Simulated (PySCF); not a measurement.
**Löwdin shares of the frontier orbitals**

C2H6S.
Atom-mapped SMILES: `[CH3:1][S:2][CH3:3]` (hydrogens: H4, H5, H6 on C1; H7, H8, H9 on C3)

Cartesian coordinates in Å at the PBE0-D3(BJ)/def2-SVP level; atoms count from 1:
```xyz
9
C2H6S angstrom
C      1.300    0.427    0.283
S      0.060    0.503   -1.024
C     -1.269   -0.424   -0.233
H      1.598   -0.611    0.498
H      2.181    0.977   -0.075
H      0.942    0.905    1.208
H     -0.963   -1.459   -0.010
H     -2.109   -0.452   -0.941
H     -1.607    0.065    0.694
```

Computed, not measured: TDDFT CAM-B3LYP/def2-SVPD, vertical, gas phase, core orbitals frozen in the response in PySCF 2.14.0, density-fitted response routines.

Kohn–Sham orbitals with the atoms that hold most of them (Löwdin shares over 4%, at most four atoms; ? is withheld):

```csv
orbital,ε (eV),atoms
LUMO+2,1.84,"S2 78%, C3 5%, C1 5%, H8 4%"
LUMO+1,1.38,"S2 63%, C3 7%, C1 7%, H8 5%"
LUMO,1.35,"S2 35%, C1 14%, C3 13%, H6 8%"
HOMO,-7.65,?
HOMO-1,-10.25,?
HOMO-2,-11.67,"C1 26%, C3 26%, S2 20%, H8 11%"
HOMO-3,-12.92,"C3 26%, C1 26%, H9 10%, H4 10%"
```

Question: Which atoms hold the HOMO-1, and with what shares?

Answer: S2 (bonded to 2 C) 60%; C3 (bonded to S and 3 H) 15%; C1 (bonded to S and 3 H) 15%. By element: sulfur 60%, carbon 30%.

Question: Give the leading atoms of the HOMO.

Answer: S2 (bonded to 2 C) 70%; C1 (bonded to S and 3 H) 10%; C3 (bonded to S and 3 H) 10%. By element: sulfur 70%, carbon 21%.

Question: How does S1 compare with the orbital gap of 9.00 eV?

Answer: S1 is at 5.46 eV (f = 0.0000), 3.54 eV below the gap, made of HOMO→LUMO+1 (83%), HOMO→LUMO+6 (14%). Without the coupling terms of the response equations the lowest excitation would equal the gap.

Next come S2 at 5.95 eV (f 0.015), HOMO→LUMO (84%), HOMO→LUMO+2 (12%); S3 at 6.40 eV (f 0.018), HOMO→LUMO+2 (82%), HOMO→LUMO (14%); S4 at 6.97 eV (f 0.057), HOMO→LUMO+3 (99%); S5 at 7.34 eV (f 0.0014), HOMO→LUMO+4 (89%).

The run took 10 s of wall time on one thread, Arm Neoverse V1 (aarch64), shared host with 32 logical CPUs at a one-minute load of 11, and the process peaked at 0.51 GiB of memory.
